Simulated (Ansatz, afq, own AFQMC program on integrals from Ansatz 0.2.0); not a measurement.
AFQMC on a folder of integrals that Ansatz 0.2.0 wrote.

```yaml
crystal:
  periodic: [false, false, false]
  atoms:
    - {symbol: N, position_ang: [0.000346, -0.000071, -0.066679]}
    - {symbol: H, position_ang: [0.938533, 0.012953, 0.313733]}
    - {symbol: H, position_ang: [-0.482601, 0.808210, 0.305505]}
    - {symbol: H, position_ang: [-0.460745, -0.820176, 0.307354]}
basis:
  gaussian: {orbitals: 6-31G}
magnetization: {spin_polarized: false}
correlation: {method: ccsd_t, electrons: outside_noble_gas, hamiltonian_folder: ham}
```

```sh
$ ansatz run in.yaml --threads 1 --pin off --events-out ev --progress --plain --max-ram 16896MiB --backend cuda --devices 0, --max-vram 18GiB
```

Options of the walk:

```
--method phaseless --trial cisd --walkers 4000 --populations 20 --least-time 60 --time-step 0.005 --steps-per-block 50 --equilibration-blocks 28 --max-blocks 4000 --target-error 0.00017 --factor-cut 1e-05 --seed 7730 --release-times 0.24,0.51,0.99,1.62,2.4 --release-step 0.03 --release-every 3 --taylor-order 6
```

Times are imaginary, in 1/Eh. The walk had a cap of 122 s. With eight or more populations the least sampling time is a fifth of least-time, and the error comes from their spread.

afq prints:

```
orbitals 14  electrons 4 4  factors 88 of 228
reference energy -56.16137449 Eh
CCSD correlation -0.12860188 Eh in 9 cycles, weight of the determinant in the CISD state 0.9512
energy of the start -56.289982 Eh
 block  time / (1/Eh)  mean weight  energy / Eh
     1     0.250  1.0002  -56.289005
     2     0.500  0.9999  -56.289606
     3     0.750  0.9998  -56.290781
     4     1.000  1.0001  -56.291034
     5     1.250  0.9999  -56.291645
    10     2.500  1.0001  -56.292133
    15     3.750  0.9999  -56.291780
    20     5.000  0.9999  -56.292241
    25     6.250  1.0000  -56.291517
    28     7.000  1.0002  -56.292749
    30     7.500  1.0001  -56.292049
    35     8.750  1.0001  -56.291524
    36     9.000  1.0000  -56.291141
    40    10.000  0.9998  -56.291920
    45    11.250  1.0002  -56.291881
    50    12.500  1.0000  -56.292078
    55    13.750  1.0001  -56.292179
    60    15.000  0.9999  -56.291876
    65    16.250  1.0000  -56.291845
    70    17.500  1.0000  -56.291484
    75    18.750  1.0000  -56.291850
    78    19.500  0.9999  -56.291799
error from the spread of 20 populations
released: time / (1/Eh)  energy / Eh  error  mean overlap
  0.24  -56.291877  0.000050  0.9975
  0.51  -56.291878  0.000045  0.9958
  0.99  -56.291870  0.000025  0.9961
  1.62  -56.291785  0.000044  0.9998
  2.40  -56.291813  0.000077  0.9989
energy -56.291842 +/- 0.000083 Eh
(rows thinned)
```

The run passed its tests (sampling time, drift between the halves within three errors, error under three times the target), which doesn't prove that it has relaxed.

Against this walk (error 2.3 meV) on the same determinant: CCSD(T) 12.2 meV higher, CCSDT(Q) 0.5 meV higher (within the noise), CCSDTQ 0.9 meV higher (within the noise), full CI 0.5 meV higher (within the noise). The error is statistical and leaves out the bias of the constraint. Released to 2.40 1/Eh the energy moves by 1 ± 3 meV (both errors), within twice the noise.

Cautions: constraint bias not in the error.

The walk took 16 s on 1 × NVIDIA H100 80GB HBM3 with 2 threads of AMD EPYC 7R13 Processor (Zen 3) (shared host) (the card was shared). The log's last line is the phaseless energy.

CCSDT and higher add their correlation energy to the determinant of the CCSD(T) run, since their own runs factorise the integrals more tightly (a shift of under 2 meV). A walk keeps the symmetry of its determinant, which the program's search chose and which needn't be the lowest solution, so a lower state of the same spin and another symmetry isn't excluded.
